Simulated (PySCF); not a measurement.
Coordinates in bohr (charge 0 multiplicity 3):
```
Cl    0.0000    0.3415   -0.7259
F     0.0000   -0.0216    3.2749
F     3.1426   -0.3031   -0.9695
F    -3.1426   -0.3031   -0.9695
```

Computed with UB3LYP/[Cl def2-TZVP, F def2-TZVP], no relativity, density fitting, PySCF.

This geometry of ClF3 is a stationary point at this level.

(1) What is the point group?

(2) Is it a minimum?

(3) List the harmonic modes with their infrared intensities.

(4) What are the dipole moment and the gap between the highest occupied and lowest empty levels of either spin?

(5) What is the atomisation energy, with and without zero-point energy?

## Answers

(1) Cs.

(2) Yes: all harmonic wavenumbers are real.

(3) 
| symmetry | ω (cm⁻¹) | IR (km/mol) |
| --- | --- | --- |
| a'' | 123 | 0.3 |
| a' | 195 | 3.0 |
| a' | 266 | 7.9 |
| a' | 329 | 5.1 |
| a' | 558 | 15.5 |
| a'' | 594 | 237 |

(4) 2.07 D and 2.71 eV.

(5) 383 kJ/mol without, 371 kJ/mol with.

This need not be the most stable arrangement of these atoms. At this level a singlet minimum of C2v symmetry lies 145 kJ/mol below this structure.
